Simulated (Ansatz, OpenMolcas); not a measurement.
**A ladder of methods for SiHCl2 (SMILES Cl[SiH]Cl)**

The species is SiHCl2 (4 atoms), meant as a doublet with charge 0. SMILES: `Cl[SiH]Cl`. The shape is that of a PBE0-D4/def2-TZVP optimisation.

```xyz
4

Cl   -1.6466    0.1778    0.8894
Si    0.1876   -0.4142    0.2000
Cl    0.2509   -0.2813   -1.8417
H     1.2082    0.5177    0.7524
```

Quantity: the energy change with the Si2–Cl3 bond stretched from 2.047 to 5.117 Å, in eV. The values are calculated.

| level | kind | program | value (eV) | less FCI/STO-3G | CPU time (all runs) |
| --- | --- | --- | --- | --- | --- |
| ROHF/STO-3G | Hartree–Fock | OpenMolcas | 3.14 | +0.03 | 4.5 s |
| U-revPBE/STO-3G | GGA | Ansatz | 3.44 | +0.33 | 20 s |
| UBLYP/STO-3G | GGA | Ansatz | 3.30 | +0.19 | 14 s |
| UM06-2X/STO-3G | hybrid meta-GGA | OpenMolcas | 3.85 | +0.74 | 43 s |
| U-wB97X/STO-3G | range-separated hybrid | Ansatz | 3.76 | +0.65 | 69 s |
| UCAM-B3LYP/STO-3G | range-separated hybrid | Ansatz | 3.71 | +0.60 | 16 s |
| UB2PLYP/STO-3G | double hybrid | Ansatz | 3.46 | +0.35 | 15 s |
| FCI/STO-3G | exact in the basis | Ansatz | 3.11 | 0.00 | 6 s |

FCI/STO-3G is exact within its basis and frozen core, so for wave-function methods in that basis the difference is their error; functionals converge differently with the basis, so for them it is only a difference. The first shape isn't each level's own minimum. The values span 3.11 to 3.85 eV. All rows use very small basis sets, so none should be taken for the real molecule's value. CPU times are rough (shared hosts, several kinds of processor and program).
